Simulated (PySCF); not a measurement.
CH2PH, CH₃P.
Cartesian coordinates in Å at the PBE0-D3(BJ)/def2-SVP level; atoms count from 1:
```
atom  x, y, z in Å
C1    -0.3840    0.0567   -0.2334
P2     1.0390   -0.7580    0.0614
H3    -0.4652    1.0463   -0.6946
H4    -1.3342   -0.4131    0.0457
H5     1.9378    0.2334   -0.4601
```

Method used: PySCF, TDDFT wB97X-D/def2-SVPD, vertical, gas phase, core orbitals frozen in the response.

Ground-to-excited transition dipoles (e·a0, same axes as the geometry; the sign carries no meaning), for the states with f of 0.002 or more among the lowest 7:

| state | E (hartree) | μx | μy | μz |
| --- | --- | --- | --- | --- |
| S1 | 0.1743 | 0.017 | 0.119 | 0.254 |
| S2 | 0.2151 | -1.054 | 0.590 | -0.211 |
| S3 | 0.2519 | -0.018 | -0.149 | -0.318 |
| S4 | 0.2570 | 0.011 | 0.086 | 0.182 |
| S5 | 0.2820 | 0.803 | 0.284 | -0.183 |
| S6 | 0.3074 | 0.031 | 0.238 | 0.502 |
| S7 | 0.3157 | 0.233 | -0.741 | 0.338 |

Problem. Work out the oscillator strengths.

Solution. f = (2/3) ΔE |μ|² with ΔE in hartree (27.2114 eV).

| state | \|μ\|² (au) | \|μ\| (D) | f |
| --- | --- | --- | --- |
| S1 | 0.079 | 0.71 | 0.009 |
| S2 | 1.503 | 3.12 | 0.216 |
| S3 | 0.124 | 0.89 | 0.021 |
| S4 | 0.040 | 0.51 | 0.007 |
| S5 | 0.759 | 2.21 | 0.143 |
| S6 | 0.310 | 1.42 | 0.064 |
| S7 | 0.718 | 2.15 | 0.151 |

Problem. The point group is Cs. Which irreducible representation does each state belong to?

Solution. The ground state is totally symmetric, so the direction of μ fixes the label. Polarised normal to the mirror plane, so A″: S1, S3, S4 and S6. Polarised in the mirror plane, so A′: S2, S5 and S7.

Problem. What angle do the transition dipoles of S2 and S7 make?

Solution. |cos θ| = |μa·μb| / (|μa| |μb|) = 0.73, so θ ≈ 43° (taken between 0 and 90°, since the signs are arbitrary).

Problem. How is the summed strength of these states shared among x, y and z?

Solution. (2/3) Σ ΔE μα² gives 0.292 for x, 0.199 for y and 0.119 for z, 0.610 in all.

Problem. What peak molar absorption coefficient would the strongest computed level give as a lone Gaussian band 0.3 eV wide at half height?

Solution. ε(max) = 2.175×10⁸ f / FWHM, with the width in cm⁻¹. S2: 2.175×10⁸ × 0.2156 / 2420 ≈ 19000 L mol⁻¹ cm⁻¹.

The vertical ionisation energy (ΔSCF) is 10.21 eV, 1.62 eV above S7.
